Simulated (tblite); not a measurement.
Species: C3H5OS (doublet state).
SMILES with atom numbers: `[CH3:1][C:2](=[S:3])[CH2:4][O:5]` (hydrogens: H6, H7, H8 on C1; H9, H10 on C4)

Structure used (GFN2-xTB), in Å, numbered top down from 1:
```
atom  x, y, z in Å
C1    -1.229    0.049   -0.348
C2     0.054    0.618    0.093
S3     0.327    2.172    0.422
C4     1.178   -0.441    0.287
O5     0.742   -1.660    0.319
H6    -1.055   -0.644   -1.173
H7    -1.622   -0.565    0.467
H8    -1.947    0.819   -0.619
H9     1.776   -0.220   -0.632
H10    1.785   -0.124    1.161
```

Computed geometry: GFN2-xTB, gas phase. This method treats the open shell by occupation alone, without spin polarisation.

Masses are those of the commonest isotopes; rigid-rotor values at the optimised geometry. The values belong to one conformer with, in the numbering `[CH3:1][C:2](=[S:3])[CH2:4][O:5]`, C1–C2–C4–O5 -14°.

What are A, B and C (MHz)?

Ia = 63.65, Ib = 186.75, Ic = 242.76 u·Å²; 505379 MHz·u·Å²/I gives A = 7939, B = 2706, C = 2082 MHz.

What kind of rotor is it?

An asymmetric top: κ = (2 × 2706 − 7939 − 2082)/(7939 − 2082) = -0.79.

Is it planar, by Δ = Ic − Ia − Ib?

Not planar: Δ = Ic − Ia − Ib = -7.64 u·Å². For a rigid frame Δ = −2 Σ m c², so Σ m c² = 3.82 u·Å² lies off the ab plane: 3.22 from hydrogen and 0.60 from heavier atoms. The atom farthest from that plane is 1.21 Å away.

Estimate the classical rotational partition function at 25 K, 50 K and 500 K.

Point group C1, symmetry number σ = 1; q = (√π/σ)·√((kT/h)³/(ABC)), k/h = 20836.6 MHz/K: 3150 at 25 K, 8910 at 50 K, 282000 at 500 K.

For this open shell read J as N, the rotation without spin; fine and hyperfine splittings come on top. Its GFN2-xTB frequencies are all real (lowest 71 cm⁻¹). No vibrational averaging or centrifugal distortion is included, and the geometry carries the error of its method.

On an Arm Neoverse V2 with one thread, on a shared host, this took 0.28 s wall. That covers the optimisation of the geometry.
